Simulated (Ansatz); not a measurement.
Two shapes of doublet CH₅N(+).

Shape 1:

```xyz
7

C    -0.3363    0.0339   -0.6068
N     0.4311   -0.0569    0.6156
H    -1.3671    0.3924   -0.4827
H     0.1639    0.7070   -1.3047
H    -0.3829   -0.9454   -1.0858
H     0.5188    0.8413    1.0556
H    -0.0129   -0.6670    1.2781
```

Shape 2:

```xyz
7

C    -0.0998   -0.6888    0.0047
N     0.1732    0.7292   -0.0852
H    -0.8115   -1.0032    0.7976
H    -0.5026   -1.0530   -0.9540
H     0.8389   -1.2397    0.1761
H    -0.6873    1.2482   -0.2465
H     0.5488    1.0762    0.7949
```

Basis set: def2-SVP (spherical functions). Correlated methods keep 2 orbitals frozen. Charge 1, multiplicity 2.

Computed with Ansatz (development build ahead of 0.2.0); each method stands on the lowest determinant of its kind that the runs found.

**Question.** Which shape is lower in energy, and by how much in each method?

**Answer.**

```json
{"method": "UHF", "E(2) − E(1) (eV)": "0.089"}
{"method": "UHF-MP2", "E(2) − E(1) (eV)": "0.052"}
{"method": "PBE0 (unrestricted)", "E(2) − E(1) (eV)": "0.039"}
```

Shape 1 is lower.
